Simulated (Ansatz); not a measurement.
## Worked example: correlation energy of H$_{2}$Ge–As, quartet

Geometry: that of the H2Ge–As, doublet, kept fixed. The doublet lies 1.9 eV lower here.

```xyz
4

Ge    0.0000    0.0000    1.1006
As    0.0000    0.0000   -1.1202
H     0.0000    1.2662    1.9719
H     0.0000   -1.2662    1.9719
```

Basis cc-pVDZ; Ansatz 0.2.0. Only valence electrons are correlated (noble-gas cores and the filled d shells of p-block atoms frozen), which leaves 11 electrons in 36 orbitals. R marks a restricted (for open shells ROHF) determinant. No spin–orbit coupling is included, and no scalar relativity.

Full CI isn't at hand for all of this; RCCSDTQ serves as the reference, and is uncertain by about the last step of the cluster series.

Runs differ by some tens of microhartree through their thresholds and, for an open shell, their frozen cores, so steps under 0.03 kcal/mol mean nothing.

```csv
level,total energy (hartree)
RHF,-4310.595004
RMP2,-4310.749643
RCCSD,-4310.783413
RCCSD(T),-4310.788083
RCCSDT,-4310.789093
RCCSDT(Q),-4310.789343
RCCSDTQ,-4310.789376
```

**Question.** What is the correlation energy at RCCSDTQ, and what share of it do RMP2 and RCCSD recover?

**Answer.** E(corr) = -4310.789376 − (-4310.595004) = -0.194372 hartree = -5.289 eV. RMP2: -0.154639 / -0.194372 = 79.56 %. RCCSD: -0.188409 / -0.194372 = 96.93 %.

**Question.** By how many kcal/mol does RCCSD(T) miss RCCSDTQ (1 hartree = 627.509 kcal/mol), and which steps make up the rest?

**Answer.** -4310.788083 − (-4310.789376) = 0.001293 hartree = 0.81 kcal/mol. Steps: RCCSDT − RCCSD(T) = -0.63, RCCSDT(Q) − RCCSDT = -0.16, RCCSDTQ − RCCSDT(Q) = -0.02 kcal/mol. Differences between like states or geometries often cancel part of this.
